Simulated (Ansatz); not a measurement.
# MgSiH₂+ (quartet): wave-function methods side by side, def2-TZVPP

An exercise on one series of results from a longer session: the logs are not shown, and one member is left open.

Program: Ansatz 0.2.0, Gaussian basis. Level of theory: def2-TZVPP, core rule «outside noble gas», up to 10 orbitals frozen. These are calculated values, not measurements.

To be run: UHF; ROHF; CCSD(T) on UHF.

2 further runs of the same task are left out: 2 set aside as unsound or not needed.

### What is computed

The geometry is a PBE0/def2-TZVP stationary point (not a proven minimum) of the parent state, kept for this charge and spin.

4 atoms, charge 1, spin multiplicity 4.

Atoms are counted from 1 here; the program's logs count them from 0.

Bond lengths: Si1–Mg2 2.503 Å, Si1–H3 1.500 Å, Mg2–H4 1.699 Å. Angles: Mg2–Si1–H3 130.3°, Si1–Mg2–H4 174.9°.

The first run:

in.yaml

```yaml
crystal:
  periodic: [false, false, false]
  atoms:
    - {symbol: Si, position_ang: [0.000000, -0.083222, 1.175157]}
    - {symbol: Mg, position_ang: [0.000000, 0.054627, -1.324126]}
    - {symbol: H, position_ang: [0.000000, 1.006015, 2.206323]}
    - {symbol: H, position_ang: [0.000000, -0.004351, -3.021832]}
basis:
  gaussian: {orbitals: def2-TZVPP}
total_charge: 1
magnetization: {spin_polarized: true, initial_magnetization: 3}
hamiltonian: {xc: hf}
output: {orbitals: {seedname: orbitals}}
```

On the command line:

```console
> ansatz run in.yaml --threads 1 --pin off --events-out ev --progress --plain --max-ram 2816MiB --backend cpu
```

Among the steps run: UHF; ROHF; CCSD(T) on UHF.

One of the session's tables, all rows but one given; the rest of the session is left out.

| method | from UCCSD(T) (meV) |
| --- | --- |
| ROHF | +3684.4 |
| UHF | ? |
| UMP2 | +1014.7 |
| UCCSD | +134.2 |
| UCCSD(T) | 0 |

Estimate the missing values for UHF.

**Answer.** from UCCSD(T) (meV): +3550.3. In the column «from UCCSD(T) (meV)» it lies between UMP2 (+1014.7) and ROHF (+3684.4).
